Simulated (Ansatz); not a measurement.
System: C₂H₄NO, charge 0, doublet. C2H4NO (SMILES O=C([CH2])N, doublet).
B3LYP-D3(BJ)/def2-TZVP minimum from Ansatz (a first-principles code):
```xyz
8

O      0.2440     1.2982     0.2869
C      0.0056     0.1235     0.0276
N      1.0071    -0.7711    -0.2593
C     -1.3493    -0.3957    -0.0172
H      0.8326    -1.7569    -0.3335
H     -1.5726    -1.4257    -0.2615
H     -2.1561     0.2872     0.1984
H      1.9565    -0.4591    -0.1456
```
Charge 0, spin multiplicity 2.

Total energies in hartree (Ansatz). UHF or UKS for unpaired electrons; spin-orbit terms are left out. Correlated methods leave the cores frozen. No relativity. Where a partner has so few electrons that a lower coupled-cluster level is exact, that level stands in. The UHF reference of C2H4NO ([CH2]C(N)=O, doublet) is spin-contaminated (<S^2> up to 0.05 over the pure value in the sets run).

```csv
species,HF/cc-pVTZ,CCSD(T)/cc-pVTZ,HF/cc-pVQZ,CCSD(T)/cc-pVQZ,CCSD(T)/cc-pVDZ,CCSDT(Q)/cc-pVDZ
"1: C2H4NO (SMILES NC(=O)[CH2], doublet)",-207.43226,-208.22277,-207.44786,-208.28729,-208.00921,-208.01203
2: O (triplet),-74.81176,-74.97396,-74.81729,-74.99357,-74.90995,-74.91013
3: C (triplet),-37.69157,-37.78076,-37.69331,-37.78654,-37.76038,-37.76071
4: N (quartet),-54.40069,-54.51471,-54.40372,-54.52482,-54.47850,-54.47866
5: H (doublet),-0.49981,-0.49981,-0.49995,-0.49995,-0.49928,-0.49928
```

Question: Work out the atomisation energy (electronic, to ground-state atoms) in kcal/mol: take Hartree-Fock from cc-pVQZ, extrapolate the CCSD(T) correlation energy as X^-3 (X = 3, 4), and add CCSDT(Q) - CCSD(T) in cc-pVDZ. 1 hartree = 627.51 kcal/mol.

Answer: 
Species 1: correlation (64·(-0.83943) - 27·(-0.79051))/37 = -0.87513; step -0.00282; E1 = -207.44786 + (-0.87513) + (-0.00282) = -208.32581
Species 2: correlation (64·(-0.17628) - 27·(-0.16220))/37 = -0.18655; step -0.00018; E2 = -74.81729 + (-0.18655) + (-0.00018) = -75.00402
Species 3: correlation (64·(-0.09323) - 27·(-0.08919))/37 = -0.09618; step -0.00033; E3 = -37.69331 + (-0.09618) + (-0.00033) = -37.78982
Species 4: correlation (64·(-0.12110) - 27·(-0.11402))/37 = -0.12627; step -0.00016; E4 = -54.40372 + (-0.12627) + (-0.00016) = -54.53015
Species 5: correlation (64·(0.00000) - 27·(0.00000))/37 = 0.00000; step +0.00000; E5 = -0.49995 + (0.00000) + (+0.00000) = -0.49995
-1·E1 +1·E2 +2·E3 +1·E4 +4·E5 = 1.21220 hartree = 760.7 kcal/mol.
